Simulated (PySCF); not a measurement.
Rigid-rotor lines calculated for a species of formula FNO (commonest isotopes; PySCF 2.14.0, PBE0-D3(BJ)/def2-SVP geometry optimisation, gas phase), labelled J(Ka,Kc):

| transition | MHz |
| --- | --- |
| 1(1,1) ← 0(0,0) | 110342.7 |
| 1(0,1) ← 0(0,0) | 23547.3 |
| 2(1,1) ← 1(1,0) | 48486.2 |
| 2(1,2) ← 1(1,1) | 45703.1 |
| 2(0,2) ← 1(0,1) | 47078.1 |

Question: Find the rotational constants.

Answer: 1(0,1) ← 0(0,0) is B + C, 2(1,1) ← 1(1,0) is 3B + C and 2(1,2) ← 1(1,1) is B + 3C, so B − C is half the difference of the last two, 1391.5 MHz. 1(1,1) ← 0(0,0) is A + C. A = 99264.8, B = 12469.5, C = 11077.9 MHz.

Question: What moments of inertia, asymmetry and inertial defect follow?

Answer: I = 505379 MHz·u·Å² over each constant: Ia = 5.09, Ib = 40.53, Ic = 45.62 u·Å²; κ = (2B − A − C)/(A − C) = -0.968 (near-prolate asymmetric top); Δ = Ic − Ia − Ib = 0.00 u·Å².

Question: Which dipole components do these lines need?

Answer: μa and μb (a-type: ΔKa even, ΔKc odd; b-type: both odd). The calculation gives |μa| = 0.95 D, |μb| = 0.25 D, |μc| = 0.00 D.

Question: Predict further lines from these constants: 2(2,0) ← 1(1,1); 4(2,3) ← 4(1,4); 3(1,3) ← 2(1,2); 4(3,2) ← 3(3,1); 4(0,4) ← 3(0,3); 3(2,1) ← 2(1,2); 1(1,0) ← 1(0,1); 3(2,1) ← 2(2,0); 3(1,2) ← 3(0,3); 4(0,4) ← 3(1,3); 4(3,2) ← 3(2,1); 4(4,1) ← 3(3,0); 3(2,1) ← 3(1,2); 4(1,3) ← 4(0,4); 3(2,2) ← 2(2,1); 4(3,2) ← 4(2,3); 2(2,1) ← 2(1,2).

Answer: 
| transition | MHz | type | branch |
| --- | --- | --- | --- |
| 4(0,4) ← 3(1,3) | 10634 | b | R |
| 3(1,3) ← 2(1,2) | 68544 | a | R |
| 3(2,2) ← 2(2,1) | 70642 | a | R |
| 3(2,1) ← 2(2,0) | 70708 | a | R |
| 1(1,0) ← 1(0,1) | 88187 | b | Q |
| 3(1,2) ← 3(0,3) | 91738 | b | Q |
| 4(0,4) ← 3(0,3) | 94023 | a | R |
| 4(3,2) ← 3(3,1) | 94222 | a | R |
| 4(1,3) ← 4(0,4) | 94654 | b | Q |
| 3(2,1) ← 3(1,2) | 258392 | b | Q |
| 2(2,1) ← 2(1,2) | 264561 | b | Q |
| 4(2,3) ← 4(1,4) | 269462 | b | Q |
| 2(2,0) ← 1(1,1) | 310281 | b | R |
| 3(2,1) ← 2(1,2) | 335286 | b | R |
| 4(3,2) ← 4(2,3) | 437512 | b | Q |
| 4(3,2) ← 3(2,1) | 531605 | b | R |
| 4(4,1) ← 3(3,0) | 706630 | b | R |

Question: Which structure gave them?

Answer: nitrosyl fluoride, `N(=O)F`, point group Cs. Three constants can't fix a structure by themselves; this is the one that was computed:
```
atom  x, y, z in Å
O1    -0.398    0.899   -0.289
N2     0.455    0.176   -0.085
F3    -0.055   -1.108    0.356
```

Not checked by PBE0-D3(BJ)/def2-SVP frequencies. Constants of a rigid frame at the computed geometry: no zero-point averaging, no centrifugal distortion. Quadrupole hyperfine structure (14N) is left out.
